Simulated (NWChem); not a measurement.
Program: NWChem. System: B (-1), charge -1, spin multiplicity 3. Its SCF solution wasn't tested for a lower state. Level: G0W0@UHF/def2-TZVPD, RI basis def2-tzvpd-rifit.

Job file:

```
start mol
memory heap 200 mb stack 700 mb global 1700 mb
charge -1
geometry units angstroms nocenter noautoz
  B      0.000000     0.000000     0.000000
  symmetry group D2h
end
basis spherical
  * library def2-tzvpd
end
basis "ri basis" bse spherical
  * library def2-tzvpd-rifit
end
dft
  xc hfexch
  odft
  mult 3
  iterations 100
  direct
  tolerances tight
end
task dft energy
gw
  states alpha occ 4 vir 2
  states beta occ 4 vir 2
end
task dft gw
```

NWChem printed:

```
             Northwest Computational Chemistry Package (NWChem) 7.3.0
             --------------------------------------------------------

                                NWChem Input Module
                                -------------------

 Scaling coordinates for geometry "geometry" by  1.889725989
 (inverse scale =  0.529177249)

                             Geometry "geometry" -> ""
                             -------------------------

 Output coordinates in angstroms (scale by  1.889725989 to convert to a.u.)

  No.       Tag          Charge          X              Y              Z
 ---- ---------------- ---------- -------------- -------------- --------------
    1 B                    5.0000     0.00000000     0.00000000     0.00000000

 Effective nuclear repulsion energy (a.u.)       0.0000000000

            Nuclear Dipole moment (a.u.)
            ----------------------------
        X                 Y               Z
 ---------------- ---------------- ----------------
     0.0000000000     0.0000000000     0.0000000000

      Symmetry information
      --------------------

 Group name             D2h
 Group number             26
 Group order               8
 No. of unique centers     1

      Symmetry unique atoms

     1


 Summary of "ao basis" -> "" (spherical)
 ------------------------------------------------------------------------------
       Tag                 Description            Shells   Functions and Types
 ---------------- ------------------------------  ------  ---------------------
 *                         def2-tzvpd                 on all atoms

 new library libraries.bse/

 Summary of "ri basis" -> "" (spherical)
 ------------------------------------------------------------------------------
       Tag                 Description            Shells   Functions and Types
 ---------------- ------------------------------  ------  ---------------------
 *                      def2-tzvpd-rifit              on all atoms

  xc_inp: hfexch multiplicative factor not found.

                                 NWChem DFT Module
                                 -----------------

 Summary of "ao basis" -> "ao basis" (spherical)
 ------------------------------------------------------------------------------
       Tag                 Description            Shells   Functions and Types
 ---------------- ------------------------------  ------  ---------------------
 B                         def2-tzvpd               13       37   6s3p3d1f

 Summary of "ao basis" -> "ao basis" (spherical)
 ------------------------------------------------------------------------------
       Tag                 Description            Shells   Functions and Types
 ---------------- ------------------------------  ------  ---------------------
 B                         def2-tzvpd               13       37   6s3p3d1f

      Symmetry analysis of basis
      --------------------------

        ag         12
        au          1
        b1g         3
        b1u         5
        b2g         3
        b2u         5
        b3g         3
        b3u         5

            General Information
            -------------------
          SCF calculation type: DFT
          Wavefunction type:  spin polarized.
          No. of atoms     :     1
          No. of electrons :     6
           Alpha electrons :     4
            Beta electrons :     2
          Charge           :    -1
          Spin multiplicity:     3
          Use of symmetry is: on ; symmetry adaption is: on
[...]
                     DFT Final Beta Molecular Orbital Analysis
                     -----------------------------------------

 Vector    1  Occ=1.000000D+00  E=-7.373411D+00  Symmetry=ag
              MO Center= -1.8D-48, -3.2D-47,  9.8D-47, r^2= 4.0D-02
   Bfn.  Coefficient  Atom+Function         Bfn.  Coefficient  Atom+Function
  ----- ------------  ---------------      ----- ------------  ---------------
     2      0.586604  1 B  s                  1      0.497241  1 B  s

 Vector    2  Occ=1.000000D+00  E=-1.338946D-01  Symmetry=ag
              MO Center=  5.3D-36,  5.7D-35,  1.5D-36, r^2= 1.7D+00
   Bfn.  Coefficient  Atom+Function         Bfn.  Coefficient  Atom+Function
  ----- ------------  ---------------      ----- ------------  ---------------
     4      0.440312  1 B  s                  3      0.357890  1 B  s
     5      0.241586  1 B  s                  2     -0.205574  1 B  s
     6      0.106272  1 B  s                  1     -0.098226  1 B  s
    23      0.031225  1 B  d  0

 Vector    3  Occ=0.000000D+00  E= 2.092521D-01  Symmetry=ag
              MO Center= -1.7D-17, -1.1D-16,  7.6D-18, r^2= 1.5D+01
   Bfn.  Coefficient  Atom+Function         Bfn.  Coefficient  Atom+Function
  ----- ------------  ---------------      ----- ------------  ---------------
     5      3.330998  1 B  s                  6     -3.096657  1 B  s
     4     -0.970471  1 B  s                  3      0.319772  1 B  s
     2     -0.066437  1 B  s                 28     -0.036377  1 B  d  0
     1     -0.025452  1 B  s

 Vector    4  Occ=0.000000D+00  E= 2.824187D-01  Symmetry=b1u
              MO Center=  1.5D-15,  9.4D-15, -9.9D-15, r^2= 5.0D+00
   Bfn.  Coefficient  Atom+Function         Bfn.  Coefficient  Atom+Function
  ----- ------------  ---------------      ----- ------------  ---------------
    15      0.965553  1 B  pz                 9      0.208968  1 B  pz
    12     -0.051579  1 B  pz

 Vector    5  Occ=0.000000D+00  E= 3.134900D-01  Symmetry=b3u
              MO Center=  1.7D-17,  8.6D-30,  2.4D-29, r^2= 5.4D+00
   Bfn.  Coefficient  Atom+Function         Bfn.  Coefficient  Atom+Function
  ----- ------------  ---------------      ----- ------------  ---------------
    13      1.033070  1 B  px                 7      0.195278  1 B  px
    10     -0.131565  1 B  px

   alpha - beta orbital overlaps
   -----------------------------

   alpha      1      2      3      4      5      6      7      8      9     10
    beta      1      2      5      6      3      4     10     11      8      9
 overlap   1.000  0.993  0.894  0.894  0.998  0.999  0.998  0.998  1.000  1.000

   alpha     11     12     13     14     15     16     17     18     19     20
    beta      7     15     14     12     13     20     19     17     18     16
 overlap   0.996  0.893  0.893  0.996  0.999  0.998  0.998  0.999  0.999  0.997

   alpha     21     22     23     24     25     26     27     28     29     30
    beta     21     24     23     22     25     27     26     29     28     31
 overlap   0.999  0.998  0.998  1.000  1.000  1.000  1.000  1.000  1.000  1.000

   alpha     31     32     33     34     35     36     37
    beta     30     36     35     34     33     32     37
 overlap   1.000  1.000  1.000  1.000  1.000  1.000  1.000

     --------------------------
     Expectation value of S2:
     --------------------------
      <S2> =      2.0130 (Exact =     2.0000)

 Task  times  cpu:        1.3s     wall:        1.3s

                                NWChem Input Module
                                -------------------

                                 NWChem GW Module
                                 ----------------

                             ***********************
                             ***        GW       ***
                             ***********************

 Summary of "ri basis" -> "ri basis" (spherical)
 ------------------------------------------------------------------------------
       Tag                 Description            Shells   Functions and Types
 ---------------- ------------------------------  ------  ---------------------
 B                      def2-tzvpd-rifit            26       92   9s7p5d4f1g

                 Memory Information
                 ------------------
          Available GA per process is          1700.0 MBs
          Available stack per process is        700.0 MBs
          Available heap per process is         200.0 MBs

          Peak memory in Initialization
              Peak GA per process is                  0.3 MBs
              Peak stack per process is               0.0 MBs
              Peak heap per process is                0.4 MBs
              Memory not in MA per process            0.0 MBs

          Peak memory in AFF Calculation
              Peak GA per process is                  0.7 MBs
              Peak stack per process is               0.3 MBs
              Peak heap per process is                0.0 MBs
              Memory not in MA per process            0.3 MBs

          Computing 2-center integrals
          Computing Inverse Cholesky factor
          Computing 3-center integrals
          Computing V_xc ...
          Computing Sigma_x
          Computing RPA polarizability
          Solving quasiparticle equations

                  Alpha Orbitals
          State     Energy (eV)     Error (eV)
          -----------------------------------
@GW         1       -194.329           0.002
@GW         2         -6.654           0.003
@GW         3         -0.370           0.003
@GW         4         -0.370           0.003
@GW         5          5.336           0.003
@GW         6          6.532           0.005

                   Beta Orbitals
          State     Energy (eV)     Error (eV)
          -----------------------------------
@GW         1       -193.853           0.002
@GW         2         -3.930           0.002
@GW         3          5.552           0.003
@GW         4          7.001           0.005

   Applying  -0.1235 eV scissor-shift to rest of hole states

   Applying  -0.1418 eV scissor-shift to rest of hole states

     GW Timing Statistics
   ------------------------
   Init.   :          0.1s
     ERIs  :          0.0s
     Distr.:          0.0s
     Vxc   :          0.0s
   Sigma_x :          0.0s
   RPA     :          0.0s
   Wmn     :          0.0s
   Sigma_c :          0.0s
   GW total:          0.1s

 Task  times  cpu:        0.1s     wall:        0.1s

 Total times  cpu:        1.5s     wall:        1.5s
```
